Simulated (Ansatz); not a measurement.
Task: Name a neutral molecule of C, O and H with LUMO energy (ωB97M-V/def2-TZVPP) between 2.45 and 2.75 eV and HOMO–LUMO gap (B3LYP/def2-TZVPP) between 6.30 and 6.60 eV (Ansatz, PBE0-D4/def2-TZVP geometry).

Result: `CC1=COC1` (2.73 eV, 6.49 eV); `CC1C=COC1` (2.58 eV, 6.44 eV); `COC=C(O)O` (2.59 eV, 6.36 eV). Other molecules can fit too; these were computed, each in one conformer that needn't be the lowest.

B3LYP here is the variant with VWN-RPA as its local correlation; programs differ in this.
